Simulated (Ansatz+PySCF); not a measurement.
singlet C₅H₅(-): levels of theory in one basis

```xyz
10

C     1.1055    0.0000    0.0000
C     0.3416    1.0514    0.0000
C    -0.8943    0.6498    0.0000
C    -0.8943   -0.6498    0.0000
C     0.3416   -1.0514    0.0000
H     2.1136    0.0000    0.0000
H     0.6531    2.0101    0.0000
H    -1.7099    1.2423    0.0000
H    -1.7099   -1.2423    0.0000
H     0.6531   -2.0101    0.0000
```

Basis set: def2-SVP (spherical functions). Left uncorrelated: 5 orbitals. Charge -1, multiplicity 1.

Computed with Ansatz (development build ahead of 0.2.0); each method stands on the lowest determinant of its kind that the runs found. NEVPT2 correlates all electrons. Active spaces start from the frontier orbitals, and the lowest solution found is given.

```
     method  E − E(RHF) (eV)  <S²> of the determinant
        RHF             0.00                     0.00
    RHF-MP2           -18.00                        –
CASSCF(6,5)            -0.84                        –
```

Task: What does SC-NEVPT2(6,5) give on the same scale?

Result: -18.26 eV. NEVPT2 here correlates all electrons, so it doesn't share the others' frozen core.

Task: Is a single determinant a sound starting point here?

Result: By this sign, yes. Unrestricted orbitals gain 0.00 eV and <S²> is 0.00 against 0.00 for a pure state. The CASSCF(6,5) natural occupations are 2.00, 1.98, 1.98, 0.03, 0.02.

Caution: no diffuse functions for an anion.
